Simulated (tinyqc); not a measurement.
Extended Hueckel theory, for LiH+, step by step. The parameters take no account of the charge, which enters only through the electron count. One step of it, computed by the program tinyqc.

Problem. Mulliken analysis. P = C n C^T; charge = valence electrons (Li 1, H 1) minus the sum of (P S)_ii on the atom; overlap population = 2 sum P_ij S_ij between two atoms.

coefficients, order 1Li 2s, 1Li 2px, 1Li 2py, 1Li 2pz, 2H 1s:
$$\begin{pmatrix}
0.199352 & 0.818890 & 0.000000 & 0.000000 & 0.722650 \\
0.000000 & 0.000000 & 0.855693 & -0.517484 & 0.000000 \\
0.000000 & 0.000000 & 0.517484 & 0.855693 & 0.000000 \\
0.163041 & -0.570818 & 0.000000 & 0.000000 & 1.018900 \\
0.823255 & -0.096902 & 0.000000 & 0.000000 & -0.967461
\end{pmatrix}$$

occupations: [1.000000, 0.000000, 0.000000, 0.000000, 0.000000]

overlap S, order 1Li 2s, 1Li 2px, 1Li 2py, 1Li 2pz, 2H 1s:
$$\begin{pmatrix}
1.000000 & 0.000000 & 0.000000 & 0.000000 & 0.378512 \\
0.000000 & 1.000000 & 0.000000 & 0.000000 & 0.000000 \\
0.000000 & 0.000000 & 1.000000 & 0.000000 & 0.000000 \\
0.000000 & 0.000000 & 0.000000 & 1.000000 & 0.490542 \\
0.378512 & 0.000000 & 0.000000 & 0.490542 & 1.000000
\end{pmatrix}$$

Give: charges; Overlap populations.

Solution.

charges: 1Li 0.806, 2H 0.194

Overlap populations:
```
pair     value
2-1   0.255927
```
